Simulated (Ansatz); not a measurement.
**doublet BH3Cl: levels of theory compared**

Aim: a comparison of 6 runs (UB3LYP/STO-3G, UBHLYP/STO-3G, UHSE06/STO-3G, USVWN5/STO-3G, UCCSDT/STO-3G, UCCSD/STO-3G) of doublet BH3Cl. 

The results are computed with Ansatz 0.2.0.

6 further runs of the same task are left out: 6 that didn't finish.

## 1. The structure to begin with

BH3Cl: 5 atoms, total charge 0, spin state doublet. SMILES of the parent species: `[H][B-]([H])([H])Cl`. The coordinates come from a GFN2-xTB relaxation. That shape belongs to the parent species and isn't relaxed for this state.

Bond lengths: B1–Cl2 1.875 Å, B1–H3 1.207 Å, B1–H4 1.208 Å, B1–H5 1.207 Å. Angles: Cl2–B1–H3 106.7°, Cl2–B1–H4 106.7°, Cl2–B1–H5 106.7°, H3–B1–H4 112.1°, H3–B1–H5 112.2°, H4–B1–H5 112.1°.

## 2. The energy at UB3LYP/STO-3G (run 1)

The input, input.yaml:

```yaml
crystal:
  periodic: [false, false, false]
  atoms:
    - symbol: B
      position_ang: [-0.001280, 0.001630, -0.167010]
    - symbol: Cl
      position_ang: [0.013600, -0.021140, 1.707330]
    - symbol: H
      position_ang: [1.152300, 0.011380, -0.522240]
    - symbol: H
      position_ang: [-0.586640, 1.005700, -0.497000]
    - symbol: H
      position_ang: [-0.577980, -0.997580, -0.521080]
basis:
  gaussian:
    orbitals: STO-3G
total_charge: 0
magnetization:
  spin_polarized: true
  initial_magnetization: 1
hamiltonian:
  xc: {name: B3LYP}
accuracy: high
```

Started as:

```console
$ ansatz run input.yaml --threads 1 --pin off --max-ram 2610MiB --events-out events.jsonl --progress --plain --runs-dir runs
```

What it wrote:

```text
Warning: RAYON_NUM_THREADS=1 ignored (pool sized by the plan → 1); use --threads N
Functional definition: B3LYP
  name "B3LYP"
  parameter a0 = 0.2
  parameter ax = 0.72
  parameter ac = 0.81
  exchange = (1 - a0 - ax)*slater_x + ax*b88_x + a0*exact_x
  correlation = (1 - ac)*vwn_rpa_c + ac*lyp_c
282 factors; integrals over basis functions are off by at most 2.4e-8 eV
mean field evaluation 1: about -13100.7355 eV, gradient 5.3e0 eV
mean field evaluation 2: about -13100.7332 eV, gradient 5.3e0 eV
mean field evaluation 4: about -13100.9794 eV, gradient 3.7e-1 eV
mean field evaluation 8: about -13100.9516 eV, gradient 3.3e-2 eV
mean field evaluation 16: about -13100.9561 eV, gradient 1.4e-1 eV
mean field evaluation 32: about -13100.9549 eV, gradient 1.2e-2 eV
mean field -13100.95637414 eV, -481.4512666025 hartree, gradient 2.6e-8 eV, S^2 0.751523; 3 other end points of the search recorded, 0 dependent functions left out
reference -13100.95639919 eV, -481.4512675230 hartree; 13, 12 occupied and 4, 5 virtual orbitals, 282 factors
Total energy: -13100.95639919 eV, -481.4512675230 hartree
```

Run time: 12 s. Hardware: 1 thread of Intel Xeon Platinum 8259CL at 2.50GHz (Skylake/Cascade Lake), shared host; peak memory 0.14 GiB.

## 3. The energy at UBHLYP/STO-3G (run 2)

The input, run.yaml:

```yaml
crystal:
  periodic: [false, false, false]
  atoms:
    - {symbol: B, position_ang: [-0.001280, 0.001630, -0.167010]}
    - {symbol: Cl, position_ang: [0.013600, -0.021140, 1.707330]}
    - {symbol: H, position_ang: [1.152300, 0.011380, -0.522240]}
    - {symbol: H, position_ang: [-0.586640, 1.005700, -0.497000]}
    - {symbol: H, position_ang: [-0.577980, -0.997580, -0.521080]}
basis:
  gaussian: {orbitals: STO-3G}
magnetization: {spin_polarized: true, initial_magnetization: 1}
hamiltonian: {xc: {name: BHLYP}}
accuracy: high
```

Started as:

```console
$ ansatz run run.yaml --threads 1 --pin off --max-ram 2610MiB --events-out events.jsonl --progress --plain --runs-dir runs
```

What it wrote:

```text
Warning: RAYON_NUM_THREADS=1 ignored (pool sized by the plan → 1); use --threads N
Functional definition: BHLYP
  name "BHLYP"
  parameter a = 0.5
  exchange = (1 - a)*b88_x + a*exact_x
  correlation = lyp_c
282 factors; integrals over basis functions are off by at most 2.4e-8 eV
mean field evaluation 1: about -13099.8214 eV, gradient 8.3e0 eV
mean field evaluation 2: about -13100.2826 eV, gradient 7.0e0 eV
mean field evaluation 4: about -13100.6748 eV, gradient 4.3e-1 eV
mean field evaluation 8: about -13100.6774 eV, gradient 9.5e-3 eV
mean field evaluation 16: about -13100.6774 eV, gradient 3.6e-4 eV
mean field evaluation 32: about -13100.6761 eV, gradient 1.8e-3 eV
mean field -13100.67736639 eV, -481.4410132568 hartree, gradient 9.7e-8 eV, S^2 0.752902; 2 other end points of the search recorded, 0 dependent functions left out
reference -13100.67738356 eV, -481.4410138877 hartree; 13, 12 occupied and 4, 5 virtual orbitals, 282 factors
Total energy: -13100.67738356 eV, -481.4410138877 hartree
```

Run time: 10 s. Hardware: 1 thread of Intel Xeon Platinum 8259CL at 2.50GHz (Skylake/Cascade Lake), shared host; peak memory 0.14 GiB.

Run 3 isn't shown in full; the table further down has it.

## 4. The energy at USVWN5/STO-3G (run 4)

The input, molecule.yaml:

```yaml
crystal:
  periodic: [false, false, false]
  atoms:
    - {symbol: B, position_ang: [-0.001280, 0.001630, -0.167010]}
    - {symbol: Cl, position_ang: [0.013600, -0.021140, 1.707330]}
    - {symbol: H, position_ang: [1.152300, 0.011380, -0.522240]}
    - {symbol: H, position_ang: [-0.586640, 1.005700, -0.497000]}
    - {symbol: H, position_ang: [-0.577980, -0.997580, -0.521080]}
basis:
  gaussian:
    orbitals: STO-3G
magnetization:
  spin_polarized: true
  initial_magnetization: 1
hamiltonian:
  xc: {name: SVWN5}
accuracy: high
```

Started as:

```console
$ ansatz run molecule.yaml --threads 1 --pin off --max-ram 2610MiB --events-out events.jsonl --progress --plain --runs-dir runs
```

What it wrote:

```text
Warning: RAYON_NUM_THREADS=1 ignored (pool sized by the plan → 1); use --threads N
Functional definition: SVWN5
  name "SVWN5"
  exchange = slater_x
  correlation = vwn5_c
282 factors; integrals over basis functions are off by at most 2.4e-8 eV
mean field evaluation 1: about -13050.5465 eV, gradient 3.7e0 eV
mean field evaluation 2: about -13049.7573 eV, gradient 8.2e0 eV
mean field evaluation 4: about -13050.3902 eV, gradient 4.9e0 eV
mean field evaluation 8: about -13050.5810 eV, gradient 2.3e0 eV
mean field evaluation 16: about -13050.6507 eV, gradient 2.5e-8 eV
mean field evaluation 32: about -13050.6452 eV, gradient 2.0e-1 eV
mean field -13050.65217573 eV, -479.6026214084 hartree, gradient 1.9e-8 eV, S^2 0.750429; 6 other end points of the search recorded, 0 dependent functions left out
reference -13050.65217735 eV, -479.6026214678 hartree; 13, 12 occupied and 4, 5 virtual orbitals, 282 factors
Total energy: -13050.65217735 eV, -479.6026214678 hartree
```

Run time: 4.5 s. Hardware: 1 thread of Intel Xeon Platinum 8259CL at 2.50GHz (Skylake/Cascade Lake), shared host; peak memory 0.12 GiB.

Run 5 isn't shown in full; the table further down has it.

## 5. A single-point energy at UCCSD/STO-3G (run 6)

Changes to run.yaml since step 3:

```diff
@@ -9,5 +9,13 @@
 basis:
-  gaussian: {orbitals: STO-3G}
-magnetization: {spin_polarized: true, initial_magnetization: 1}
-hamiltonian: {xc: {name: BHLYP}}
+  gaussian:
+    orbitals: STO-3G
+total_charge: 0
+magnetization:
+  spin_polarized: true
+  initial_magnetization: 1
+correlation:
+  method: ccsd
+  frozen_orbitals: {B: 1, Cl: 5, H: 0}
 accuracy: high
+scf:
+  omitted_lower_state_checks: [cluster_reference, increment]
```

Started as:

```console
$ ansatz run run.yaml --threads 1 --pin off --max-ram 2610MiB --events-out events.jsonl --progress --plain --runs-dir runs
```

What it wrote:

```text
Warning: RAYON_NUM_THREADS=1 ignored (pool sized by the plan → 1); use --threads N
[... 16 lines left out ...]
6 core orbitals not correlated: weight in the atoms' cores, before any rotation towards them, 1.000 or more for the frozen orbitals, at most 0.000 for the correlated occupied ones
[... 34 lines left out ...]
Total energy: -13079.54113857 eV, -480.6642712111 hartree
Checks for a lower state left out: cluster_reference, increment
```

Wall time 1.7 s (1 thread of Intel Xeon Platinum 8259CL at 2.50GHz (Skylake/Cascade Lake), shared host).

## 6. All runs side by side

```
run          level  frozen core orbitals  energy (Eh)   ⟨S²⟩  wall time
  1  UB3LYP/STO-3G                     –  -481.451268  0.752       12 s
  2  UBHLYP/STO-3G                     –  -481.441014  0.753       10 s
  3  UHSE06/STO-3G                     –  -481.263135  0.752       21 s
  4  USVWN5/STO-3G                     –  -479.602621  0.750      4.5 s
  5  UCCSDT/STO-3G                     6  -480.665756  0.753      2.9 s
  6   UCCSD/STO-3G                     6  -480.664271  0.753      1.7 s
```

## 7. What came out

| quantity | value |
| --- | --- |
| run 6: total energy | -480.66427 Eh |
| run 6: correlation energy (6 core orbitals frozen) | -71.1 mEh |
| run 6: ⟨S²⟩ of the reference determinant | 0.753 |
| run 6: T1 diagnostic | 0.030 |

What this shows: Totals of different functionals can't be ranked against each other. In runs 1, 2, 3, 4, 5, 6 the basis is minimal, so the values are rough. All runs together took 52 s, the longest 21 s.
